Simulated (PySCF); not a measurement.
## Magnetic susceptibility: `C#C/C=C/C#N`, C$_{5}$H$_{3}$N

Molfile (atoms numbered from 1):
```
C5H3N
     RDKit          3D

  9  8  0  0  0  0  0  0  0  0999 V2000
    2.5339    0.3726   -0.1619 C   0  0  0  0  0  0  0  0  0  0  0  0
    1.3720    0.0780   -0.0690 C   0  0  0  0  0  0  0  0  0  0  0  0
    0.0162   -0.2667    0.0459 C   0  0  0  0  0  0  0  0  0  0  0  0
   -0.9116    0.1157   -0.8451 C   0  0  0  0  0  0  0  0  0  0  0  0
   -2.2632   -0.2411   -0.7134 C   0  0  0  0  0  0  0  0  0  0  0  0
   -3.3690   -0.5307   -0.6124 N   0  0  0  0  0  0  0  0  0  0  0  0
    3.5487    0.6285   -0.2354 H   0  0  0  0  0  0  0  0  0  0  0  0
   -0.2558   -0.8673    0.9055 H   0  0  0  0  0  0  0  0  0  0  0  0
   -0.6576    0.7171   -1.7082 H   0  0  0  0  0  0  0  0  0  0  0  0
  1  2  3  0
  2  3  1  0
  3  4  2  0
  4  5  1  0
  5  6  3  0
  1  7  1  0
  3  8  1  0
  4  9  1  0
M  END
```

The calculation used GIAO B3LYP/pcSseg-1 magnetisability, rotational g tensor and spin-rotation constants, non-relativistic, gas phase in PySCF. Geometry: GFN2-xTB.

Problem. How diamagnetic is it, and how anisotropic?

Solution. Isotropic -754 × 10⁻³⁰ J/T², or -45.4 × 10⁻⁶ cm³/mol; principal values -829, -786, -648 × 10⁻³⁰ J/T², anisotropy 164 × 10⁻³⁰ J/T² (root of half the summed squared differences of the principal values). The susceptibility is in cgs units.

Problem. Split it along the inertial axes a, b, c into diamagnetic and paramagnetic parts about the centre of mass, with the quadrupole moment.

Solution. 
| axis | χ (10⁻⁶ cm³/mol) | diamagnetic (10⁻⁶ cm³/mol) | paramagnetic (10⁻⁶ cm³/mol) | summed x² of all electrons (Å²) | quadrupole Θ (D Å) |
| --- | --- | --- | --- | --- | --- |
| a | -49.8 | -93.5 | 43.6 | 184.9 | -6.34 |
| b | -39.1 | -816.4 | 777.3 | 14.5 | +6.25 |
| c | -47.3 | -845.9 | 798.6 | 7.5 | +0.09 |

Anisotropies 2χaa − χbb − χcc = -13.3 and 2χbb − χaa − χcc = +19.0 × 10⁻⁶ cm³/mol. Θ is traceless in Buckingham's convention.

Problem. And the rotational g tensor?

Solution. 
| axis | rotational constant (GHz) | g | nuclear part | electronic part |
| --- | --- | --- | --- | --- |
| a | 46.3164 | -0.2278 | 0.7216 | -0.9494 |
| b | 1.5019 | -0.0202 | 0.5283 | -0.5485 |
| c | 1.4548 | -0.0115 | 0.5343 | -0.5458 |

Asymmetric top; isotopes 12C, 1H, 14N; no vibrational averaging.
